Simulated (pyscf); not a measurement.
This saddle point was located with ωB97X-D3(BJ)/def2-SVP in PySCF.

```
W
O 1 1.7009
O 1 1.7846 2 110.71
H 3 1.2487 1 103.98 2 115.05
H 4 1.0049 3 162.78 1 -3.11
H 5 1.0052 4 91.43 3 2.94
O 6 1.2481 5 162.82 4 -1.95
O 1 1.8858 2 112.34 7 128.03
H 8 0.9639 1 130.01 2 -1.10
```

Surface: singlet, charge 0. Lowest wavenumbers (cm⁻¹): 1934i, 200, 206, 253, 277.

Q: Which two sides does it connect, and which bonds change?

A: `[O]=[W](=[O])([OH])[OH]` + `[H][H]` ⇌ `[O]=[W](=[O])([OH])[OH]` + `[H][H]`, a concerted two-bond exchange read from left to right: H–O, H–H broken and H–O, H–H formed. At ωB97M-D3(BJ)/def2-TZVP it lies +1.39 eV from the left side and +1.39 eV from the right (each side as separated species at their lowest minima found). One saddle was located; it need not be the lowest between these sides. Elements past Kr carry the def2 core potentials, without spin-orbit coupling.
